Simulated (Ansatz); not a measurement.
**SiNHF (sextet): the correlation ladder, cc-pVDZ**

An exercise on one series of results from a longer session: the logs are not shown, and one member is left open.

Program: Ansatz 0.2.0, Gaussian basis. Level of theory: cc-pVDZ, core rule «outside noble gas», up to 7 orbitals frozen. These are calculated values, not measurements.

To be run: UHF; CCSD(T) on ROHF; CCSD(T) on UHF; BCCD(T) on ROHF; CISD; CCSDT(Q) on ROHF; CCSDT(Q) on UHF.

7 further runs of the same task are left out: 2 for a known fault of the program, 5 set aside as unsound or not needed.

## The geometry

The geometry is a PBE0/def2-TZVP stationary point (not a proven minimum) of the parent state, kept for this charge and spin.

4 atoms, charge 0, spin multiplicity 6.

Atoms are counted from 1 here; the program's logs count them from 0.

Bond lengths: F1–Si3 1.600 Å, N2–Si3 1.831 Å, Si3–H4 1.500 Å. Angles: F1–Si3–N2 105.3°, F1–Si3–H4 106.8°, N2–Si3–H4 106.4°.

Set-up of the first run:

Input file in.yaml:

```yaml
crystal:
  periodic: [false, false, false]
  atoms:
    - {symbol: F, position_ang: [0.072839, -0.480480, 1.191357]}
    - {symbol: N, position_ang: [0.078200, -0.504380, -1.538768]}
    - {symbol: Si, position_ang: [-0.125489, 0.523752, -0.037976]}
    - {symbol: H, position_ang: [1.037026, 1.471534, -0.014144]}
basis:
  gaussian: {orbitals: cc-pVDZ}
magnetization: {spin_polarized: true, initial_magnetization: 5}
hamiltonian: {xc: hf}
output: {orbitals: {seedname: orbitals}}
```

Started as:

```console
$ ansatz run in.yaml --threads 1 --pin off --events-out ev --progress --plain --max-ram 2560MiB --backend cpu
```

Among the steps run: UHF; CCSD(T) on ROHF; CCSD(T) on UHF; BCCD(T) on ROHF; CISD; CCSDT(Q) on ROHF; CCSDT(Q) on UHF.

One table of the session follows, with a row left open; its other results are not shown here.

| method | from UCCSDT(Q) (meV) |
| --- | --- |
| ROHF | +10380.2 |
| UHF | +10238.9 |
| RMP2 | +1191.7 |
| UMP2 | ? |
| CISD | +1146.9 |
| RCCSD | +273.7 |
| UCCSD | +270.2 |
| RCCSD(T) | +59.8 |
| UCCSD(T) | +57.6 |
| BCCD(T) | +54.5 |
| RCCSDT | +22.4 |
| UCCSDT | +20.4 |
| RCCSDT(Q) | +6.8 |
| UCCSDT(Q) | 0 |

Estimate the missing values for UMP2.

The run gave: from UCCSDT(Q) (meV): +1157.1. In the column «from UCCSDT(Q) (meV)» it lies between CISD (+1146.9) and RMP2 (+1191.7).

To keep in mind: Restricted and unrestricted rows rest on different reference determinants; where their highest levels disagree by more than a few hundredths of an eV, they describe different states and don't form one ladder.
